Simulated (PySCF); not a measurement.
# Level of theory and proton affinities: phosphine

Structure: `P` (PH3). Coordinates in Å; atoms count from 1 in this order:
```
P    -0.0045    0.0040    0.5736
H    -0.4701    1.0983   -0.2185
H     1.1970   -0.1321   -0.1876
H    -0.7020   -0.9607   -0.2165
```

All levels share the PBE0-D3(BJ)/def2-SVP structures and the PBE0-D3(BJ)/def2-SVP thermal terms; only the single-point energies (PySCF) change. Values are proton affinities (298 K, kJ/mol).

Measured (NIST Chemistry WebBook): proton affinity (−ΔH) 785 kJ/mol.

```csv
level,P1,time
M06-2X/def2-TZVP,778,–
CCSD(T)/jun-cc-pV(T+d)Z,787,17 s
MP2/jun-cc-pV(T+d)Z,789,2.2 s
HF/jun-cc-pV(T+d)Z,817,0.42 s
```

Times are wall times for all single points of a level on 1 thread of Arm Neoverse V1, a shared host; the dash marks the run that also made the structures.

Hartree-Fock leaves out electron correlation, so its proton affinities can be off by tens of kJ/mol.

The spread: 39 kJ/mol, from 778 to 817.
